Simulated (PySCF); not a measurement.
## J couplings in 2-Butanone

Geometry:
```
atom   x (Å)   y (Å)   z (Å)
  C1  -1.902  -0.030  -0.205
  C2  -0.443   0.235  -0.508
  C3   0.498  -0.184   0.598
  C4   1.969  -0.056   0.301
  O5   0.096  -0.607   1.654
  H6  -2.535   0.302  -1.030
  H7  -2.079  -1.094  -0.038
  H8  -2.210   0.493   0.701
  H9  -0.264   1.303  -0.691
 H10  -0.123  -0.265  -1.430
 H11   2.198   0.914  -0.148
 H12   2.547  -0.195   1.213
 H13   2.257  -0.821  -0.425
```

Couplings: B3LYP/pcJ-2 (without the spin–dipole term) in PySCF 2.14.0 with density-fitted response routines, geometry PBE0-D3(BJ)/def2-TZVP; gas phase, one conformer, non-relativistic. Couplings are averaged over pairs made equivalent by symmetry, fast rotation or ring inversion, so a value needn't be that of the named pair in this geometry, while other rotamers aren't included; one pair stands for each set, and the list holds those of at least 1.5 Hz over up to four bonds, among pairs with at least one C or H atom (others weren't computed).

Isotopes: ¹³C, ¹H, ¹⁷O. Couplings to quadrupolar nuclei such as 17O and 33S are rarely resolved in practice.

```csv
pair,bonds,J (Hz)
"C1, C2",1,?
"C1, H6",1,?
"C2, C3",1,38.5
"C2, H9",1,127.1
"C3, C4",1,40.1
"C3, O5",1,34.5
"C4, H11",1,132.1
"C1, C3",2,-1.5
"C1, H9",2,-2.8
"C2, C4",2,?
"C2, H6",2,-3.7
"C3, H9",2,-4.9
"C3, H11",2,-5.2
"C4, O5",2,-2.1
"H6, H7",2,-14.2
"H9, H10",2,-21.9
"H11, H12",2,?
"C1, O5",3,?
"C2, H11",3,1.8
"C3, H6",3,?
"O5, H9",3,-1.7
"O5, H11",3,?
"H6, H9",3,8.1
```

Q: Estimate the withheld couplings, with signs.

A: 
- ¹J(C1,C2) = 36.8 Hz (bond length 1.513 Å)
- ¹J(C1,H6) = 132.8 Hz (bond length 1.091 Å, sp3 carbon)
- ²J(C2,C4) = 17.7 Hz (angle at C3 116°)
- ²J(H11,H12) = -15.5 Hz (mean over equivalent pairs that range from -19.8 to -11.3 Hz in this conformer)
- ³J(C1,O5) = -1.6 Hz (dihedral angle 5°)
- ³J(C3,H6) = 5.1 Hz (mean over equivalent pairs that range from 2.1 to 11.0 Hz in this conformer)
- ³J(O5,H11) = -2.0 Hz
